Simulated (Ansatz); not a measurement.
**CHAl (triplet): from Hartree-Fock to the top rungs at scale of all distances = 1.508, 6-31G**

How much of the correlation energy of CHAl (triplet) does each wave-function method recover here?

The runs use Ansatz 0.2.0, Gaussian basis; 6-31G, core rule «outside noble gas», up to 6 orbitals frozen.

Plan: UHF; CCSD(T) on ROHF; CCSD(T) on UHF; BCCD(T) on ROHF; CISD; CCSDT(Q) on ROHF; CCSDT(Q) on UHF; CISDTQ; CCSDTQ on ROHF; CCSDTQ on UHF; CASSCF and MRCISD+Q, 4 electrons in 4 orbitals; CASSCF and NEVPT2, 4 electrons in 4 orbitals; CASSCF and MRCISD+Q, 8 electrons in 9 orbitals; CASSCF and NEVPT2, 8 electrons in 9 orbitals; Full CI.

17 further runs of the same task are left out: 17 that didn't finish.

## (1) The geometry

The geometry derives from a PBE0/def2-TZVP stationary point (not a proven minimum). All distances are scaled together.

3 atoms, charge 0, spin multiplicity 3.

Atoms are counted from 1 here; the program's logs count them from 0.

No contacts short enough for the rule that draws bonds.

As a file:

```xyz
3
charge 0, multiplicity 3
Al    0.00000    0.00000    0.15849
C     0.00000    0.00000   -2.73114
H     0.00000    0.00000    2.57265
```

## (2) UHF

The input, in.yaml:

```yaml
crystal:
  periodic: [false, false, false]
  atoms:
    - {symbol: Al, position_ang: [0.000000, 0.000000, 0.158491]}
    - {symbol: C, position_ang: [0.000000, 0.000000, -2.731139]}
    - {symbol: H, position_ang: [0.000000, 0.000000, 2.572648]}
basis:
  gaussian: {orbitals: 6-31G}
magnetization: {spin_polarized: true, initial_magnetization: 2}
hamiltonian: {xc: hf}
output: {orbitals: {seedname: orbitals}}
```

Started as:

```sh
ansatz run in.yaml --threads 1 --pin off --events-out ev --progress --plain --max-ram 2393MiB
```

After this run come: CCSD(T) on ROHF; CCSD(T) on UHF; BCCD(T) on ROHF; CISD; CCSDT(Q) on ROHF; CCSDT(Q) on UHF; CISDTQ; CCSDTQ on ROHF; CCSDTQ on UHF; CASSCF and MRCISD+Q, 4 electrons in 4 orbitals; CASSCF and NEVPT2, 4 electrons in 4 orbitals; CASSCF and MRCISD+Q, 8 electrons in 9 orbitals; CASSCF and NEVPT2, 8 electrons in 9 orbitals; Full CI.

**Question.** What will the summary of the whole plan be? Wanted: FCI below the RHF energy; RMP2 from FCI; UMP2 from FCI; RCCSD from FCI; RCCSD(T) from FCI; UCCSD(T) from FCI; RCCSDT(Q) from FCI; UCCSDT(Q) from FCI; NEVPT2 pair from FCI.

As calculated:

```
                         quantity                                                                                            value
         FCI below the RHF energy                                                                                       -3.1020 eV
                    RMP2 from FCI                                                                                      +1322.4 meV
                    UMP2 from FCI                                                                                      +1269.6 meV
                   RCCSD from FCI                                                                                       +182.3 meV
                RCCSD(T) from FCI                                                                                        +90.6 meV
                UCCSD(T) from FCI                                                                                        +89.5 meV
               RCCSDT(Q) from FCI                                                                                         +4.9 meV
               UCCSDT(Q) from FCI                                                                                         +3.3 meV
             NEVPT2 pair from FCI                                                                                       +971.3 meV
           MRCISD+Q pair from FCI                                                                                        +10.3 meV
          NEVPT2 valence from FCI                                                                                       +308.0 meV
levels within 1 kcal/mol (43 meV)  RCCSDT, UCCSDT, CISDTQ, RCCSDT(Q), UCCSDT(Q), RCCSDTQ, UCCSDTQ, MRCISD+Q pair, MRCISD+Q valence
                    T1 diagnostic                                                                                            0.060
   effectively unpaired electrons                                                                                             2.47
```

**Reading.** RCCSD(T) lands +90.6 meV from the yardstick (2.9 % of the correlation energy). The occupations show some static correlation. Of the multireference levels listed MRCISD+Q pair comes nearest in total energy (+10.3 meV), which doesn't show that its space is the better one. These misses are within one basis, not against nature; the frozen cores of restricted and unrestricted runs differ, which can shift their rows.
